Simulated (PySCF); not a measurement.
**How the numerical set-up moves the result for HF**

Aim: see how much the energy and properties of HF depend on the numerical set-up.

Method: each script names its method and basis; program: PySCF 2.14.0.

## 1. Starting geometry

HF: 2 atoms, charge 0, spin multiplicity 1.

Bond lengths: H1–F2 0.935 Å.

## 2. Base script

Contents of input.py:

```python
from pyscf import gto, dft, tdscf

mol = gto.M(
    atom='H 0 0 0; F 0 0 0.935',
    basis='def2-svp',
    charge=0,
    spin=0,
    verbose=4,
)
mf = dft.UKS(mol, xc='scan')
mf.kernel()
td = tdscf.TDDFT(mf)
td.nstates = 8
td.kernel()
td.analyze()
mf.dip_moment()
print('orbital energies (hartree):', [e[max(0, n-3):n+3].round(4) for e, n in zip(mf.mo_energy, mol.nelec)])
```

Command:

```bash
> OMP_NUM_THREADS=1 python input.py
```

The log of this run is left out.

In short: E(SCF) = -100.322482 Eh, 7 cycles, μ = 1.88 D, excitations 10.10, 10.10, 10.97, 10.97, 12.70 eV.

The bond length is a typed value, not an optimised one.

## 3. Spin-free X2C on

Variant 1 changes spin-free X2C: off → on.

Contents of input.py:

```python
from pyscf import gto, dft, tdscf

mol = gto.M(
    atom='H 0 0 0; F 0 0 0.935',
    basis='def2-svp',
    charge=0,
    spin=0,
    verbose=4,
)
mf = dft.UKS(mol, xc='scan')
mf = mf.sfx2c1e()
mf.kernel()
td = tdscf.TDDFT(mf)
td.nstates = 8
td.kernel()
td.analyze()
mf.dip_moment()
print('orbital energies (hartree):', [e[max(0, n-3):n+3].round(4) for e, n in zip(mf.mo_energy, mol.nelec)])
```

Command:

```bash
> OMP_NUM_THREADS=1 python input.py
```

## 4. Jorge-dzp-dkh (X2C on)

Variant 2 changes basis set: def2-svp → jorge-dzp-dkh; spin-free X2C: off → on.

input.py: that of step 2 with these lines changed.

```diff
@@ -4,3 +4,3 @@
     atom='H 0 0 0; F 0 0 0.935',
-    basis='def2-svp',
+    basis='jorge-dzp-dkh',
     charge=0,
@@ -10,2 +10,3 @@
 mf = dft.UKS(mol, xc='scan')
+mf = mf.sfx2c1e()
 mf.kernel()
```

## 5. Integration grid 5

Variant 3 changes integration grid: default → 5.

input.py: that of step 2 with these lines changed.

```diff
@@ -10,2 +10,3 @@
 mf = dft.UKS(mol, xc='scan')
+mf.grids.level = 5
 mf.kernel()
```

## 6. Aug-cc-pvdz

Variant 4 changes basis set: def2-svp → aug-cc-pvdz.

input.py: that of step 2 with these lines changed.

```diff
@@ -4,3 +4,3 @@
     atom='H 0 0 0; F 0 0 0.935',
-    basis='def2-svp',
+    basis='aug-cc-pvdz',
     charge=0,
```

## 7. Def2-svpd

Variant 5 changes basis set: def2-svp → def2-svpd.

input.py: that of step 2 with these lines changed.

```diff
@@ -4,3 +4,3 @@
     atom='H 0 0 0; F 0 0 0.935',
-    basis='def2-svp',
+    basis='def2-svpd',
     charge=0,
```

**Question.** What will these runs give? Wanted: for each run, E(SCF); from base; gap; SCF dipole; after the SCF.

**Answer**, as computed:

```csv
run,E(SCF) (hartree),from base (eV),cycles,gap (eV),SCF dipole (D),functions,after the SCF
base,-100.322482,0,7,10.97,1.88,19,lowest root found 10.10 eV
spin-free X2C on,-100.403657,-2.2089,7,10.93,1.87,19,lowest root found 10.06 eV
jorge-dzp-dkh (X2C on),-100.521059,not comparable,7,11.02,1.94,20,lowest root found 10.18 eV
integration grid 5,-100.322801,-0.0087,7,10.98,1.88,19,lowest root found 10.09 eV
aug-cc-pvdz,-100.427197,-2.8495,8,9.78,1.81,32,lowest root found 9.30 eV
def2-svpd,-100.342174,-0.5358,8,10.60,1.85,31,lowest root found 9.91 eV
```

Of the runs whose energies can be compared, “aug-cc-pvdz” moves the SCF energy most (-2.849 eV). Scalar relativity lowers the total energy by 2.21 eV, nearly all of it in the inner shells; a basis contracted without relativity catches only part of it. aug-cc-pvdz (32 functions) gives an energy 2.85 eV lower than def2-svp (19). def2-svpd (31 functions) gives an energy 0.54 eV lower than def2-svp (19). The dearest run is “def2-svpd”, at 19 s against 6.3 s.
